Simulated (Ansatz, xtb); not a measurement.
## Loss of NH3: C2H5N → C2H2 + NH3

Species: C2H5N (ethanimine) `[H]/N=C\C`, singlet; C2H2 (acetylene) `C#C`, singlet; NH3 (ammonia) `N`, singlet. 

Shapes, held fixed at every level: PBE0-D4/def2-TZVP. Programs: Ansatz 0.2.0, xtb 6.7.1. The zero-point and thermal change to 298 K, harmonic and unscaled (PBE0-D4/def2-TZVP), is -11.8 kJ/mol.

| level | kind | ΔH(298 K) (kJ/mol) | less CCSD(T)/CBS estimate | CPU time (sum over the molecules) |
| --- | --- | --- | --- | --- |
| GFN1-xTB | semi-empirical | +105.5 | -32.7 | 0.098 s |
| HF/def2-TZVPP | Hartree–Fock | +136.6 | -1.6 | – |
| PBE-D4/def2-TZVPP | GGA | +167.3 | +29.1 | 3.9 s |
| r2SCAN-D4/def2-TZVPP | meta-GGA | +163.6 | +25.4 | 6.7 s |
| PBE0-D4/def2-TZVPP | global hybrid | +172.4 | +34.2 | 4.2 s |
| B2PLYP/def2-TZVPP | double hybrid | +140.0 | +1.8 | 6.8 s |
| MP2/def2-SVP | perturbation theory | +161.1 | +22.9 | – |
| CCSD(T)/CBS estimate | coupled cluster or CI | +138.2 | 0.0 | 77 s |

The highest level, CCSD(T)/CBS estimate, gives ΔH(298 K) = +138.2 kJ/mol; the levels span +105.5 to +172.4. The column of differences is taken from that level and isn't an error. No measured value is set beside it here. The CBS estimate extrapolates MP2 from def2-TZVPP and def2-QZVPP and adds CCSD(T) − MP2 in the triple-zeta set, cores frozen. Times are processor times on shared x86 and Arm servers, and rough.
